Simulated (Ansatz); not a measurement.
# C2H5FN2: the cost of one run

All numbers below are computed with Ansatz 0.2.0 (RKS B3LYP/def2-SVP).

## Step 1: The structure to begin with

Bond lengths: C1–N2 1.395 Å, N2–C3 1.267 Å, C3–N4 1.432 Å, C3–F5 1.330 Å, C1–H6 1.121 Å, C1–H7 1.088 Å, C1–H8 1.137 Å, N4–H9 0.944 Å, N4–H10 1.037 Å. Angles: C1–N2–C3 112.8°, N2–C1–H6 115.8°, N2–C1–H7 112.0°, N2–C1–H8 112.1°, H6–C1–H7 105.5°, H6–C1–H8 103.9°, H7–C1–H8 106.7°, N2–C3–N4 126.1°, N2–C3–F5 123.8°, N4–C3–F5 110.1°, C3–N4–H9 111.8°, C3–N4–H10 105.8°, H9–N4–H10 118.9°.

Coordinates:

```xyz
10

C    -1.3680    0.4013    0.6627
N    -0.3822   -0.5571    0.4250
C     0.6069   -0.0957   -0.2191
N     1.8057   -0.8067   -0.5468
F     0.6924    1.1626   -0.6398
H    -1.0406    1.3047    1.2398
H    -2.2099   -0.0086    1.2172
H    -1.7894    0.8309   -0.3019
H     2.2099   -0.4700   -1.3303
H     1.5583   -1.8128   -0.5037
```

## Step 2: Relaxing end A

input.yaml

```yaml
crystal:
  periodic: [false, false, false]
  atoms:
    - { symbol: C, position_ang: [-1.368, 0.4013, 0.6627] }
    - { symbol: "N", position_ang: [-0.3822, -0.5571, 0.425] }
    - { symbol: C, position_ang: [0.6069, -0.0957, -0.2191] }
    - { symbol: "N", position_ang: [1.8057, -0.8067, -0.5468] }
    - { symbol: F, position_ang: [0.6924, 1.1626, -0.6398] }
    - { symbol: H, position_ang: [-1.0406, 1.3047, 1.2398] }
    - { symbol: H, position_ang: [-2.2099, -0.0086, 1.2172] }
    - { symbol: H, position_ang: [-1.7894, 0.8309, -0.3019] }
    - { symbol: H, position_ang: [2.2099, -0.47, -1.3303] }
    - { symbol: H, position_ang: [1.5583, -1.8128, -0.5037] }
basis:
  gaussian: { orbitals: def2-SVP }
hamiltonian:
  xc: b3lyp
relax:
  f_tol: 0.015
  max_steps: 40
output:
  orbitals: {}
```

Run with:

```
$ ansatz run input.yaml --threads 2 --pin off --max-ram 3072MiB --backend cpu --events-out ev --progress --plain --runs-dir out
```

Q: Estimate wall time and peak memory on 2 threads of Arm Neoverse V2, shared host.

About 53 s, with a peak of 0.19 GiB.
